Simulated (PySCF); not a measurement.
Fluoroacetylene, C₂HF, SMILES C#CF, point group C∞v.

Level: B3LYP/pcJ-1 in PySCF (density fitting, grid level 2); geometry and Hessian at that level, cubic constants and property derivatives from steps of ±0.6 along each species' dimensionless normal coordinates, second-order vibrational perturbation theory. The parent has the commonest isotopes.

Equilibrium geometry (Å):

```
atom        x        y        z
  C1  -0.6330   0.0670  -0.6697
  C2   0.5445  -0.0469  -0.5211
  F3   1.8088  -0.1693  -0.3613
  H4  -1.6794   0.1683  -0.8017
```

Species: ²H at 4. Output of the displacement run:

```
mode    cm-1    km/mol   phi_rrr   E(+)/cm-1  E(-)/cm-1
  1    417.37     0.02       2.3      75.76      75.42
  2    418.25     0.01      -1.9      75.56      75.82
  3    493.02    34.15      -0.0      93.73      93.39
  4    493.09    34.15       0.6      93.66      93.45
  5   1059.05    79.67     256.5     200.18     181.72
  6   2157.02    59.07    -330.0     376.87     400.62
  7   2753.86   136.44     520.9     515.88     478.44
```

For the shielding of C2 (σe = 85.82 ppm):

```
mode  ω (cm⁻¹)  Σr φrrs (cm⁻¹)   ∂σ/∂q  ∂²σ/∂q²
   1       417               2  -0.003   -1.771
   2       418              -2   0.003   -1.768
   3       493               0  -0.002   -3.143
   4       493               1  -0.002   -3.141
   5      1059             245   4.689   -0.605
   6      2157             187   2.261   -0.427
   7      2754            -604  -0.502    0.052
```

Problem. Work out the zero-point average of this shielding.

Solution. With ⟨qs⟩ = −Σr φrrs/(4ωs) and ⟨qs²⟩ = 1/2: the mean displacements are -0.001, 0.001, 0.000, 0.000, -0.058, -0.022, 0.055. The anharmonic term Σ (∂σ/∂q)⟨q⟩ is -0.35 ppm, the harmonic term ¼ Σ ∂²σ/∂q² is -2.70 ppm, so ⟨σ⟩ = 82.77 ppm.
